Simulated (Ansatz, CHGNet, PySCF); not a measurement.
## Ladder of methods for the lattice parameter a of rock-salt MgS

Reference value: 5.188 Å (measured, corrected for zero-point motion; as tabulated in Goldzak et al. (2022), arXiv:2208.04865).

| level (code) | value (Å) | error (%) |
|---|---|---|
| CHGNet 0.3.0 (CHGNet) | 5.227 | +0.75 |
| LDA (Ansatz) | 5.129 | -1.14 |
| PBE (Ansatz) | 5.230 | +0.81 |
| PBE-D3(BJ) (Ansatz) | 5.155 | -0.64 |
| r²SCAN-D4 (Ansatz) | 5.184 | -0.08 |
| HSE06 (Ansatz) | 5.194 | +0.12 |
| PBE0 (Ansatz) | 5.194 | +0.12 |
| Hartree–Fock (PySCF) | 5.277 ± 0.02 | +1.72 |
| MP2 (PySCF) | 5.169 ± 0.02 | -0.37 |

Nearest, and too close to rank with a margin of 0.30 % (twice that across the reference) picked here for doubts on the reference and the settings: r²SCAN-D4 (-0.08 %), HSE06 (+0.12 %), PBE0 (+0.12 %), MP2 (-0.37 %). Hartree–Fock (+1.72 %) lies farthest from it. Within 2 %: CHGNet 0.3.0, LDA, PBE, PBE-D3(BJ), r²SCAN-D4, HSE06, PBE0, Hartree–Fock, MP2. The lowest first-principles rung that does so: DFT without exact exchange (LDA, PBE, PBE-D3(BJ), r²SCAN-D4).

A ± on a computed value is a rough bar: the spread of its extrapolation, a floor set from checks against published values, or a statistical error. Cutoffs and k meshes differ between the levels. Ansatz's density-functional and Hartree–Fock values are scalar-relativistic unless marked +SOC, with PAW data made under PBE.

Machine-learned potentials (CHGNet 0.3.0) are trained on DFT data, which may include these solids.

Differences are worked out from the printed values.

Ansatz is a program for electronic structure.
